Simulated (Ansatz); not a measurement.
in.yaml

```yaml
crystal:
  periodic: [false, false, false]
  atoms:
    - {symbol: Si, position_ang: [0.000000, 0.000000, 0.043678]}
    - {symbol: H, position_ang: [0.000000, 1.413280, -0.405682]}
    - {symbol: H, position_ang: [1.223937, -0.706640, -0.405682]}
    - {symbol: H, position_ang: [-1.223937, -0.706640, -0.405682]}
basis:
  gaussian: {orbitals: STO-3G}
magnetization: {spin_polarized: false, initial_magnetization: 1}
correlation: {method: fic_mrcisd_q, electrons: outside_noble_gas, active_space: {window: {electrons: 7, orbitals: 7}, shells: [{species: H, l: s, shell: 1}, {species: Si, l: s, shell: 3}, {species: Si, l: p, shell: 3}]}}
```

```sh
$ ansatz run in.yaml --threads 1 --pin off --events-out ev --progress --plain --max-ram 4160MiB --backend cpu
```

**Question.** Roughly how long does this take on 1 thread of AMD EPYC 7R13, shared host, and how much host memory?

**Answer.** 1.2 s wall and 0.14 GiB.

```
183 factors; integrals over basis functions are off by at most 2.3e-8 eV
mean field evaluation 1: about -7816.7430 eV, gradient 5.5e0 eV
mean field evaluation 2: about -7816.7417 eV, gradient 5.4e0 eV
mean field evaluation 4: about -7817.0450 eV, gradient 1.3e-1 eV
mean field evaluation 8: about -7817.0449 eV, gradient 7.1e-6 eV
mean field -7817.04489829 eV, -287.2711014289 hartree, gradient 7.1e-6 eV, S^2 0.750000; 0 other end points of the search recorded, 0 dependent functions left out
reference -7817.04489829 eV, -287.2711014289 hartree; 9, 8 occupied and 3, 4 virtual orbitals, 183 factors
state -7818.54855927 eV, -287.3263599506 hartree
contracted CI cycle   1: correlation 0.00000000 eV, 0.0000000000 hartree, residual 0.00e0 eV
state -7818.54855927 eV, -287.3263599506 hartree; corrected -7818.54855927 eV, -287.3263599506 hartree
Total energy: -7818.54855927 eV, -287.3263599506 hartree
Checks for a lower state left out: starts, orbital_swaps
```

Natural occupations: 1.9811 1.9671 1.9671 0.9999 0.0345 0.0251 0.0251.

For the same geometry and basis full CI lies 2.5 meV higher.
